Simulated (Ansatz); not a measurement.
**Worked example: correlation energy of InH4, doublet**

All five atoms lie in one plane.

Geometry: that of the InH4⁻, triplet, kept fixed.

```yaml
atoms:
  - { symbol: In, position_ang: [0.0000, 0.0000, 0.0000] }
  - { symbol: H, position_ang: [1.2631, 0.0000, 1.2631] }
  - { symbol: H, position_ang: [-1.2631, 0.0000, 1.2631] }
  - { symbol: H, position_ang: [-1.2631, 0.0000, -1.2631] }
  - { symbol: H, position_ang: [1.2631, 0.0000, -1.2631] }
```

Basis def2-TZVPD with its core potentials; Ansatz 0.2.0. Only valence electrons are correlated (noble-gas cores and the filled d shells of p-block atoms frozen), which leaves 7 electrons in 83 orbitals. R marks a restricted (for open shells ROHF) determinant, U an unrestricted one. No spin–orbit coupling is included; scalar relativity enters through the core potentials alone.

Full CI isn't at hand for all of this; UCCSDT(Q) serves as the reference, and is uncertain by about the last step of the cluster series.

Runs differ by some tens of microhartree through their thresholds and, for an open shell, their frozen cores, so steps under 0.03 kcal/mol mean nothing.

| level | total energy (hartree) |
| --- | --- |
| UHF | -191.371826 |
| UMP2 | -191.465615 |
| UCCSD | -191.496629 |
| UCCSD(T) | -191.499590 |
| UCCSDT | -191.500556 |
| UCCSDT(Q) | -191.500631 |

What is the correlation energy at UCCSDT(Q), and what share of it do UMP2 and UCCSDT recover?

E(corr) = -191.500631 − (-191.371826) = -0.128805 hartree = -3.505 eV. UMP2: -0.093789 / -0.128805 = 72.81 %. UCCSDT: -0.128730 / -0.128805 = 99.94 %.

By how many kcal/mol does UCCSD(T) miss UCCSDT(Q) (1 hartree = 627.509 kcal/mol), and which steps make up the rest?

-191.499590 − (-191.500631) = 0.001041 hartree = 0.65 kcal/mol. Steps: UCCSDT − UCCSD(T) = -0.61, UCCSDT(Q) − UCCSDT = -0.05 kcal/mol. That is within 1 kcal/mol of the reference in this basis, which itself misses far more of the correlation at the basis-set limit.
